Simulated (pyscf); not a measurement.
## Four-centre exchange: Cl–BH–Cl (SMILES ClBCl) + HF (SMILES F) → F–B(Cl)–Cl (SMILES FB(Cl)Cl) + H₂ (SMILES [H][H])

Gas phase, singlet surface, charge 0. Bonds broken: B2–H4, F5–H6. Bonds formed: B2–F5, H4–H6. PySCF, gas phase, ωB97X-D3(BJ)/def2-SVP geometries.

Transition state (Å):

```xyz
6

Cl     0.2228     2.1346    -1.4481
B      0.5835     0.7215    -0.4527
Cl     2.0978     0.6212     0.4501
H     -0.4516     0.4037     0.3168
F      0.3269    -0.6303    -1.2778
H     -0.3723    -0.3901    -0.3950
```

One imaginary mode, 1237i cm⁻¹; descent along it reached the two sides named.

```csv
bond,change,reactant side (Å),saddle,product side
B2–H4,breaks,1.201,1.328,3.0
F5–H6,breaks,0.926,1.152,2.9
B2–F5,forms,2.488,1.604,1.316
H4–H6,forms,2.567,1.069,0.760
```

Electronic energies relative to the separated reactants (kcal/mol):

| level | barrier | reaction energy | reverse barrier |
|---|---|---|---|
| ωB97X-D3(BJ)/def2-TZVP | 21.1 | -28.0 | 49.1 |
| PBE/def2-TZVP | 15.2 | -28.1 | 43.3 |
| r²SCAN/def2-TZVP | 16.4 | -30.4 | 46.8 |
| B3LYP-D3(BJ)/def2-TZVP | 21.6 | -28.5 | 50.1 |
| PBE0-D3(BJ)/def2-TZVP | 18.2 | -27.3 | 45.5 |
| M06-2X/def2-TZVP | 21.4 | -29.4 | 50.8 |
| ωB97M-D3(BJ)/def2-TZVP | 20.7 | -28.2 | 48.9 |
| HF/def2-TZVP | 40.3 | -26.9 | 67.2 |

With ωB97M-D3(BJ)/def2-TZVP energies and thermal terms (ideal gas, 1 atm, RRHO with modes under 100 cm⁻¹ raised to 100, one conformer, R ln 2 for chiral ones without a mode under 150 cm⁻¹), in kcal/mol:

```json
[
 {"T (K)": "298", "ΔH‡": "19.5", "ΔG‡": "29.6", "ΔH": "-31.1", "ΔG": "-29.4"},
 {"T (K)": "600", "ΔH‡": "19.1", "ΔG‡": "40.0", "ΔH": "-30.4", "ΔG": "-27.9"},
 {"T (K)": "900", "ΔH‡": "19.2", "ΔG‡": "50.5", "ΔH": "-30.0", "ΔG": "-26.7"},
 {"T (K)": "1200", "ΔH‡": "19.6", "ΔG‡": "60.9", "ΔH": "-29.6", "ΔG": "-25.7"}
]
```

The same reactants have a lower exit, to HCl + F–BH–Cl (barrier +11.7 kcal/mol at ωB97M-D3(BJ)/def2-TZVP, against +20.7 kcal/mol here). This is the saddle that the search found; another between the same sides may lie lower.
